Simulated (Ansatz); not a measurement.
# CH₄BN (SMILES BN=C): single points off equilibrium

Aim: energy, forces and dipole at a structure displaced at random from a GFN2-xTB minimum, from CCSD(T) and from density functionals.

The runs use Ansatz 0.2.0, Gaussian basis; single points in def2-TZVPP.

Cores are frozen in the correlated methods.

### Step 1. Where the work starts

SMILES `BN=C`, 7 atoms, charge 0, spin multiplicity 1.

Atoms are counted from 1 here; the program's logs count them from 0.

Bond lengths: B1–N2 1.184 Å, B1–H4 1.164 Å, B1–H5 1.244 Å, N2–C3 1.283 Å, C3–H6 1.239 Å, C3–H7 1.245 Å. Angles: N2–B1–H4 118.9°, N2–B1–H5 121.0°, H4–B1–H5 120.1°, B1–N2–C3 171.4°, N2–C3–H6 128.4°, N2–C3–H7 124.1°, H6–C3–H7 100.0°.

As a file:

```mol
CH4BN
  3D, bonds by distance, orders not assigned

  7  6  0  0  0  0  0  0  0  0999 V2000
   -1.0031    0.3804   -0.6855 B   0  0
   -0.0658    0.0165   -0.0612 N   0  0
    0.8219   -0.4670    0.7291 C   0  0
   -2.0504   -0.0620   -0.4365 H   0  0
   -0.8774    1.2051   -1.6087 H   0  0
    1.7995   -1.1745    0.4469 H   0  0
    1.2693    0.1310    1.7251 H   0  0
  1  2  8  0
  1  4  8  0
  1  5  8  0
  2  3  8  0
  3  6  8  0
  3  7  8  0
M  END
```

### Step 2. CCSD(T)/def2-TZVPP

Input file run/in.yaml:

```yaml
crystal:
  periodic: [false, false, false]
  atoms:
    - {symbol: B, position_ang: [-1.003100, 0.380400, -0.685500]}
    - {symbol: N, position_ang: [-0.065800, 0.016500, -0.061200]}
    - {symbol: C, position_ang: [0.821900, -0.467000, 0.729100]}
    - {symbol: H, position_ang: [-2.050400, -0.062000, -0.436500]}
    - {symbol: H, position_ang: [-0.877400, 1.205100, -1.608700]}
    - {symbol: H, position_ang: [1.799500, -1.174500, 0.446900]}
    - {symbol: H, position_ang: [1.269300, 0.131000, 1.725100]}
basis:
  gaussian: {orbitals: def2-TZVPP}
correlation: {method: ccsd_t}
output: {forces: true}
```

The command line of these runs was not kept.

### Step 3. PBE0-D4/def2-TZVPP

run/in.yaml: that of step 2 with these lines changed.

```diff
@@ -12,3 +12,3 @@
   gaussian: {orbitals: def2-TZVPP}
-correlation: {method: ccsd_t}
-output: {forces: true}
+hamiltonian: {xc: pbe0, dispersion: d4}
+output: {forces: true, orbitals: {seedname: orbitals}}
```

### Step 4. wB97M-V/def2-TZVPP

run/in.yaml: that of step 3 with these lines changed.

```diff
@@ -12,3 +12,3 @@
   gaussian: {orbitals: def2-TZVPP}
-hamiltonian: {xc: pbe0, dispersion: d4}
-output: {forces: true, orbitals: {seedname: orbitals}}
+hamiltonian: {xc: {name: wB97M-V}}
+output: {forces: true}
```

### Step 5. r2SCAN-D4/def2-TZVPP

run/in.yaml: that of step 4 with these lines changed.

```diff
@@ -12,3 +12,3 @@
   gaussian: {orbitals: def2-TZVPP}
-hamiltonian: {xc: {name: wB97M-V}}
+hamiltonian: {xc: r2scan, dispersion: d4}
 output: {forces: true}
```

### Step 6. PBE-D4/def2-TZVPP

run/in.yaml: that of step 5 with these lines changed.

```diff
@@ -12,3 +12,3 @@
   gaussian: {orbitals: def2-TZVPP}
-hamiltonian: {xc: r2scan, dispersion: d4}
+hamiltonian: {xc: pbe, dispersion: d4}
 output: {forces: true}
```

### Step 7. r2SCANh-D4/def2-TZVPP

run/in.yaml: that of step 6 with these lines changed.

```diff
@@ -12,3 +12,3 @@
   gaussian: {orbitals: def2-TZVPP}
-hamiltonian: {xc: pbe, dispersion: d4}
+hamiltonian: {xc: {name: r2SCANh}, dispersion: d4}
 output: {forces: true}
```

### Step 8. BHLYP-D4/def2-TZVPP

run/in.yaml: that of step 7 with these lines changed.

```diff
@@ -12,3 +12,3 @@
   gaussian: {orbitals: def2-TZVPP}
-hamiltonian: {xc: {name: r2SCANh}, dispersion: d4}
+hamiltonian: {xc: {name: BHLYP}, dispersion: d4}
 output: {forces: true}
```

(Steps that only read results are left out.)

Q: Predict the outcome of this session. Wanted: energy less free atoms, CCSD(T)/def2-TZVPP; RMS force component; RMS force error; HOMO and LUMO, PBE0-D4; T1 diagnostic.

As calculated:

| quantity | value |
| --- | --- |
| energy less free atoms, CCSD(T)/def2-TZVPP | -24.742 eV |
| RMS force component | 4.508 to 4.907 eV/Å over the methods |
| RMS force error | PBE0-D4 0.320, wB97M-V 0.242, r2SCAN-D4 0.336, PBE-D4 0.379, r2SCANh-D4 0.327, BHLYP-D4 0.439 eV/Å |
| HOMO and LUMO, PBE0-D4 | -7.99 and -1.64 eV |
| T1 diagnostic | 0.017 |

In words: Against CCSD(T) the functionals' energies less atoms differ by -2.000 to -0.188 eV, PBE-D4 by -2.000 eV. The reference is not at the basis limit: in triple zeta CCSD(T) underbinds, which counts against methods that bind more; the gaps are no ranking. For forces wB97M-V does best and BHLYP-D4 worst. Frozen-core CCSD(T) forces in triple zeta carry basis errors of their own, and this is one geometry, so small gaps rank nothing. The restricted Hartree–Fock reference is unstable towards an unrestricted one at one or more of these structures.
